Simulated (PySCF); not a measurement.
Ammonia, H3N, SMILES N, point group C3v.

Force field and properties: B3LYP/pcSseg-2 (PySCF, grid level 2). Vibrational terms come from second-order perturbation theory with semi-diagonal cubic constants, by steps of ±0.6 along the normal coordinates of each isotopologue. The parent has the commonest isotopes.

Equilibrium geometry (Å):

| atom | x | y | z |
| --- | --- | --- | --- |
| N1 | 0.0153 | -0.0046 | 0.2538 |
| H2 | -0.4702 | -0.8035 | -0.1337 |
| H3 | -0.4547 | 0.8276 | -0.0789 |
| H4 | 0.9506 | -0.0005 | -0.1326 |

An isotope shift is δ(isotopologue) − δ(parent), that is, the negative of the change in the averaged GIAO shielding; n counts bonds from the nearest label (0: the labelled atom itself). These are computed values; those of heavy atoms are rounded to 5 ppb, about the numerical noise.

Q: What isotope shifts arise with ²H at 2?

A: 
| nucleus | n | 0 K (ppb) | 250 K (ppb) |
| --- | --- | --- | --- |
| H2 | 0 | -107 | -103 |
| N1 | 1 | -755 | -760 |
| H3 | 2 | -28 | -29 |
| H4 | 2 | -28 | -29 |

Q: What isotope shifts arise with ¹⁵N at 1, ²H at 2?

A: 
```json
{"nucleus": "N1", "n": "0", "0 K (ppb)": "-775", "250 K (ppb)": "-775"}
{"nucleus": "H2", "n": "0", "0 K (ppb)": "-108", "250 K (ppb)": "-105"}
{"nucleus": "H3", "n": "1", "0 K (ppb)": "-29", "250 K (ppb)": "-31"}
{"nucleus": "H4", "n": "1", "0 K (ppb)": "-29", "250 K (ppb)": "-30"}
```
